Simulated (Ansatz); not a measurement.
```yaml
crystal:
  periodic: [false, false, false]
  atoms:
    - {symbol: N, position_ang: [0.000000, 0.000000, 0.000000]}
    - {symbol: H, position_ang: [0.000000, 0.000000, 1.020000]}
basis:
  gaussian: {orbitals: def2-TZVP}
total_charge: 1
magnetization: {spin_polarized: true, initial_magnetization: 3}
hamiltonian: {xc: pbe0}
relax: {f_tol: 0.004, max_steps: 80}
```

```sh
$ ansatz run in.yaml --threads 1 --pin off --events-out ev --progress --plain --max-ram 2176MiB
```

Steps of the relaxation (energy above the last step; positions in Å, forces in eV/Å):

```
2
step 1, 91.7 meV
N     0.000    0.000    0.000    0.000    0.000   -2.541
H     0.000    0.000    1.020    0.000    0.000    2.541
```

```
2
step 2, 16.2 meV
N     0.000    0.000   -0.022    0.000    0.000   -0.960
H     0.000    0.000    1.042    0.000    0.000    0.960
```

```
2
step 3, 0.5 meV
N     0.000    0.000   -0.036    0.000    0.000   -0.159
H     0.000    0.000    1.056    0.000    0.000    0.159
```

```
2
step 4, 0.0 meV
N     0.000    0.000   -0.039    0.000    0.000   -0.011
H     0.000    0.000    1.059    0.000    0.000    0.011
```

```
2
step 5, 0.0 meV
N     0.000    0.000   -0.040    0.000    0.000    0.000
H     0.000    0.000    1.060    0.000    0.000    0.000
```

Close pairs at the end: N1–H2 1.099 Å.

A stationary point of unrestricted PBE0 after 5 steps, with ⟨S²⟩ = 3.751 against 3.75 for a pure state. 2.1 s on 1 thread of Intel Xeon Platinum 8259CL, shared host.
